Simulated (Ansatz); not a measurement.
# H4P2, SMILES PP: vertical and adiabatic energies of changing the electron count

Computed with Ansatz 0.2.0 through its Python package.

Input file `h4p2.xyz`:
```text
6

P     0.35644   -1.01304   -0.08002
P    -0.35601    1.01310    0.07520
H    -0.48563   -1.48526    0.92761
H    -0.56046   -1.35907   -1.07356
H     0.49210    1.48831   -0.92596
H     0.55355    1.35596    1.07674
```

Typed at the interpreter:
```pycon
>>> import itertools
>>> import ansatz as az
>>> from ase.data import atomic_numbers, covalent_radii
>>> import numpy as np
>>> h4p2 = az.Crystal.molecule_from_extxyz("h4p2.xyz")
>>> job = (
...     h4p2.calculation()
...     .basis(gaussian="cc-pVDZ")
...     .functional("r2scan")
... )
>>> symbols = [site.symbol for site in h4p2.cartesian_sites]
>>> start = np.array([site.position_ang for site in h4p2.cartesian_sites], dtype=float)
>>> r = job.relax(force_tolerance=0.01).run(threads=1, pin="off").report
>>> end = np.array(r["positions_ang"])
>>> minimum = az.Crystal.molecule()
>>> for symbol, place in zip(symbols, end):
...     minimum = minimum.atom(symbol, place.tolist())
...
>>> ion = (
...     minimum.calculation()
...     .basis(gaussian="cc-pVDZ")
...     .functional("r2scan")
...     .charge(1)
...     .spin("collinear", total=1)
... )
>>> vertical = ion.run(threads=1, pin="off").report
>>> settled = ion.relax(force_tolerance=0.01, max_steps=80).run(threads=1, pin="off").report
>>> print(f"vertical ionisation energy   {vertical['free_energy_ev'] - r['free_energy_ev']:.3f} eV")
vertical ionisation energy   9.036 eV
>>> print(f"adiabatic, no zero point     {settled['free_energy_ev'] - r['free_energy_ev']:.3f} eV")
adiabatic, no zero point     8.604 eV
>>> print(f"relaxation energy of the ion {vertical['free_energy_ev'] - settled['free_energy_ev']:.3f} eV")
relaxation energy of the ion 0.431 eV
>>> ionised = np.array(settled["positions_ang"])
>>> # pairs closer than 1.2 times the sum of covalent radii, before or after
>>> radius = [covalent_radii[atomic_numbers[s]] for s in symbols]
>>> span = lambda where, i, j: np.linalg.norm(where[i] - where[j])
>>> bonded = [(i, j) for i, j in itertools.combinations(range(len(symbols)), 2) if min(span(end, i, j), span(ionised, i, j)) < 1.2 * (radius[i] + radius[j])]
>>> print("pair        before    after (A)")
pair        before    after (A)
>>> for i, j in bonded:
...     print(f"{symbols[i]}{i}-{symbols[j]}{j}".ljust(10), f"{span(end, i, j):8.4f} {span(ionised, i, j):8.4f}")
...
P0-P1        2.2625   2.1563
P0-H2        1.4369   1.4253
P0-H3        1.4369   1.4253
P1-H4        1.4369   1.4253
P1-H5        1.4369   1.4253
```

The energies are electronic: no zero-point or thermal terms, and the basis set is short of its limit. The product may relax into another structure. The relaxation finds the nearest minimum, so the adiabatic value is an upper bound. Finished in 39 s on 1 thread of Arm Neoverse V2, with other jobs on the host, peak memory 0.23 GiB.
